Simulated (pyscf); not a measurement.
Structures and frequencies: ωB97X-D3(BJ)/def2-SVP in PySCF.

Estimate the classical barrier height and the reaction energy of H₃C–C(F)(F)–F + F–C:–F [singlet] -> H₃C–C(F)(F)–C(F)(F)–F at ωB97M-D3(BJ)/def2-TZVP. The step runs on the singlet surface, breaks C–F and forms C–C, C–F; take the separated reactants as zero.

ΔE‡ = 59.0 kcal/mol, ΔE = -53.5 kcal/mol. Zero-point energy shifts the barrier by +0.5 kcal/mol. It is an insertion, with an imaginary mode of 676i cm⁻¹. From the product side, H₃C–C•(F)–F + F–C•(F)–F lies, by one bond made or cut, 14.2 kcal/mol under this saddle at ωB97M-D3(BJ). One saddle was located; it need not be the lowest between these sides.
